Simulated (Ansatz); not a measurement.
MgO, singlet: energies of several shapes or isomers

Computed with Ansatz's Gaussian-basis code (development build). Basis cc-pVDZ, nonrelativistic, 2 orbitals frozen in the corrections; active space CAS(8,8). Restricted Hartree–Fock, then the lowest state-specific CASSCF solution met for each case. On stretched bonds single-reference methods can fail or change state. Unlike active orbitals can shift such differences by tenths of an eV, at times by over 1 eV.

Case A: bond length 1.8875 Å.

Case B: bond length 1.7477 Å.

Case C: bond length 1.6079 Å.

Energy less that of case A, in eV:

| case | RHF/ROHF |
| --- | --- |
| B | -0.139 |
| C | +0.128 |

(1) Give the SC-NEVPT2 energies against case A.

(2) Which case is lowest, and do the methods agree?

Answers

(1) B: -0.085 eV (-2.0 kcal/mol); C: +0.331 eV (7.6 kcal/mol).

(2) B is lowest in SC-NEVPT2. Of the methods shown, RHF/ROHF agrees.
